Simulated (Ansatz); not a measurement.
# NF₃ (singlet): HSE06, B2PLYP, RPA-PBE over a series of basis sets

The task here is to estimate one member of a computed series from the others.

Program: Ansatz 0.2.0, Gaussian basis. Level of theory: all electrons in the functionals, frozen cores in the correlation of double hybrids and RPA. These are calculated values, not measurements.

Plan: HSE06, B2PLYP, RPA-PBE, at STO-3G; 6-31G; cc-pVDZ; 6-31G*; cc-pVTZ; cc-pVQZ (not every functional at every point).

18 further runs of the same task are left out: 1 that didn't finish, 17 set aside as unsound or not needed.

## What is computed

The geometry is an MP2(full)/6-31G* stationary point (not a proven minimum).

4 atoms, charge 0, spin multiplicity 1.

Atoms are counted from 1 here; the program's logs count them from 0.

Bond lengths: N1–F2 1.383 Å, N1–F3 1.383 Å, N1–F4 1.383 Å. Angles: F2–N1–F3 101.6°, F2–N1–F4 101.6°, F3–N1–F4 101.6°.

Coordinates:

```
N     0.0000    0.0000    0.4950
F     0.0000    1.2382   -0.1216
F     1.0723   -0.6191   -0.1216
F    -1.0723   -0.6191   -0.1216
```

No dispersion term is added. HSE06 is the plane-wave form.

Set-up of the first run:

Input file in.yaml:

```yaml
crystal:
  periodic: [false, false, false]
  atoms:
    - {symbol: N, position_ang: [0.000000, 0.000000, 0.494981]}
    - {symbol: F, position_ang: [0.000000, 1.238218, -0.121643]}
    - {symbol: F, position_ang: [1.072328, -0.619109, -0.121643]}
    - {symbol: F, position_ang: [-1.072328, -0.619109, -0.121643]}
basis:
  gaussian: {orbitals: cc-pVTZ}
hamiltonian: {xc: {name: HSE06}}
```

Started as:

```console
$ ansatz run in.yaml --threads 1 --pin off --events-out ev --progress --plain --max-ram 3956MiB --backend cpu
```

Steps of the session up to this table: HSE06, cc-pVTZ; HSE06, cc-pVQZ; B2PLYP, STO-3G; B2PLYP, 6-31G; B2PLYP, cc-pVDZ; B2PLYP, 6-31G*; B2PLYP, cc-pVTZ; B2PLYP, cc-pVQZ; RPA-PBE, STO-3G; RPA-PBE, 6-31G; RPA-PBE, cc-pVDZ; RPA-PBE, 6-31G*; RPA-PBE, cc-pVTZ; RPA-PBE, cc-pVQZ.

One table of the session follows, with a row left open; its other results are not shown here.

It belongs to the step «The comparison». Atomisation energies, with free atoms from separate runs at the same level and basis (eV); wave-function rows come from earlier runs:

| level | 6-31G | cc-pVDZ | cc-pVTZ | cc-pVQZ |
| --- | --- | --- | --- | --- |
| HSE06 |  |  | 9.115 | 9.136 |
| B2PLYP | 6.076 | 8.218 | 8.798 | 8.922 |
| RPA-PBE | 3.408 | 6.176 | 7.426 | 7.723 |
| RHF | ? | ? | ? | ? |
| RCCSD(T) | 4.706 | 7.065 | 8.277 | 8.631 |

Q: Estimate the row for RHF from the others.

**Answer.** 6-31G: -1.364; cc-pVDZ: 0.874; cc-pVTZ: 1.492; cc-pVQZ: 1.533.

Caveats from the session: Core correlation, relativity and spin-orbit terms are not in the calculated values.
